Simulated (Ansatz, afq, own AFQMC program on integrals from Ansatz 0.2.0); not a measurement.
**SiGeH2⁺, doublet in cc-pVDZ, levels against CCSDT(Q)**

```xyz
4

Si    0.0000    0.0746    1.5249
Ge    0.0000   -0.0064   -0.6402
H     0.0000   -0.3073    2.9682
H     0.0000   -1.3061    0.6773
```

Connectivity, by distances: SiH–Ge, 1 bridging H.

Basis cc-pVDZ. Noble-gas cores (and the filled d shells of Ga–Kr and In–Xe) are frozen. Ansatz 0.2.0 and our own AFQMC program on the same integrals; the CISD trial comes from CCSD amplitudes, and released means the phaseless constraint is let go. Free projection: walkers drawn from exp(T), propagated without any constraint. Its projection time is finite, and what remains of the start isn't in its error. Error bars are statistical, one sigma. No spin–orbit coupling.

Determinant: UHF, the one that the program's search chose, which needn't be the lowest solution. The geometry is a PBE0/def2-TZVP stationary point of this or a neighbouring charge and spin state.

No full CI on the walks' own integrals is used here; CCSDT(Q) serves as the reference and is uncertain by about the last step of the cluster series.

Cautions: no relativity below Rb; no spin-orbit coupling; inner d shell frozen; the ph-AFQMC/HF walk drifts between its halves (2.5 errors).

The T1 diagnostic is 0.0193 and the weight of the determinant in the CISD state is 0.868. The ⟨S²⟩ of the determinant is 0.764 and the size of the correlated space is 9 electrons in 36 orbitals.

Reference: CCSDT(Q), correlation energy -5.182 eV. The released energy is read at 2.40 1/Eh (meV from the phaseless value at times in 1/Eh: -1 ± 3 at 0.24, -5 ± 3 at 0.51, -10 ± 3 at 0.99, -9.9 ± 2.2 at 1.62, -7.5 ± 2.2 at 2.40).

| level | E − E(reference) (kcal/mol) | share of correlation (%) |
| --- | --- | --- |
| HF | 119.51 | 0.00 |
| MP2 | 27.40 | 77.07 |
| CCSD | 5.84 | 95.11 |
| CCSD(T) | 1.22 | 98.98 |
| CCSDT | 0.29 | 99.76 |
| ph-AFQMC/HF | 1.19 ± 0.55 | 99.00 |
| ph-AFQMC/CISD | 0.31 ± 0.07 | 99.74 |
| released AFQMC | 0.14 ± 0.05 | 99.89 |
| free AFQMC | 0.10 ± 0.09 | 99.91 |

Free projections are given only where their last times agree within the noise and don't stop above the reference; a slow remainder of the start can still hide under it. A walk keeps the symmetry of its determinant, which the program's search chose and which needn't be the lowest solution, so a lower state of the same spin and another symmetry isn't excluded. Released energies are given only where the last usable release times agree within the noise; a slower fall can still hide under it.
